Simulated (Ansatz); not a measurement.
# N₂ (singlet): the correlation ladder at distance N1–N2 = 0.997 Å, cc-pVTZ

How much of the correlation energy of N₂ (singlet) does each wave-function method recover here?

Program: Ansatz 0.2.0, Gaussian basis. Level of theory: cc-pVTZ, correlated electrons: outside noble gas. These are calculated values, not measurements.

Plan: UHF; CCSD(T) on RHF; BCCD(T) on RHF; CISD; CCSDT(Q) on RHF; CASSCF and NEVPT2, 2 electrons in 2 orbitals; CASSCF and NEVPT2, 10 electrons in 8 orbitals.

## Step 1: The geometry

The geometry derives from a PBE0/def2-TZVP stationary point (not a proven minimum). One bond is set to the value named and the two fragments are kept rigid.

2 atoms, charge 0, spin multiplicity 1.

Atoms are counted from 1 here; the program's logs count them from 0.

Bond lengths: N1–N2 0.997 Å.

As a file:

```xyz
2
N2
N     0.0000    0.0000    0.0000
N     0.0000    0.0000    0.9970
```

In the tables R marks a restricted determinant and U an unrestricted one; 'valence' is the active space of 10 electrons in 8 orbitals; 'pair' is the active space of 2 electrons in 2 orbitals; correlation energies count from the lowest restricted Hartree-Fock solution.

## Step 2: UHF

File in.yaml:

```yaml
crystal:
  periodic: [false, false, false]
  atoms:
    - {symbol: N, position_ang: [0.000000, 0.000000, 0.000000]}
    - {symbol: N, position_ang: [0.000000, 0.000000, 0.997000]}
basis:
  gaussian: {orbitals: cc-pVTZ}
magnetization: {spin_polarized: true, initial_magnetization: 0}
hamiltonian: {xc: hf}
output: {orbitals: {seedname: orbitals}}
```

Started as:

```bash
ansatz run in.yaml --threads 1 --pin off --events-out ev --progress --plain --max-ram 2393MiB
```

Further steps of the session: CCSD(T) on RHF; BCCD(T) on RHF; CISD; CCSDT(Q) on RHF; CASSCF and NEVPT2, 2 electrons in 2 orbitals; CASSCF and NEVPT2, 10 electrons in 8 orbitals.

**Question.** What will the summary of the whole plan be? Wanted: correlation energy, RCCSDT(Q); RMP2 from RCCSDT(Q); RCCSD from RCCSDT(Q); RCCSD(T) from RCCSDT(Q); NEVPT2 pair from RCCSDT(Q); NEVPT2 valence from RCCSDT(Q); T1 diagnostic; effectively unpaired electrons.

The runs gave:

| quantity | value |
| --- | --- |
| correlation energy, RCCSDT(Q) | -10.0686 eV |
| RMP2 from RCCSDT(Q) | +573.6 meV |
| RCCSD from RCCSDT(Q) | +438.5 meV |
| RCCSD(T) from RCCSDT(Q) | +28.8 meV |
| NEVPT2 pair from RCCSDT(Q) | +597.3 meV |
| NEVPT2 valence from RCCSDT(Q) | +1119.0 meV |
| levels of the table within 1 kcal/mol (43 meV) | RCCSD(T), BCCD(T), RCCSDT |
| T1 diagnostic | 0.010 |
| effectively unpaired electrons | 0.03 |

In words: RCCSD(T) misses by +28.8 meV, 0.3 % of the correlation energy. One determinant dominates. Of the multireference levels listed NEVPT2 pair comes nearest in total energy (+597.3 meV), which doesn't show that its space is the better one. These misses are within one basis, not against nature; the frozen cores of restricted and unrestricted runs differ, which can shift their rows.
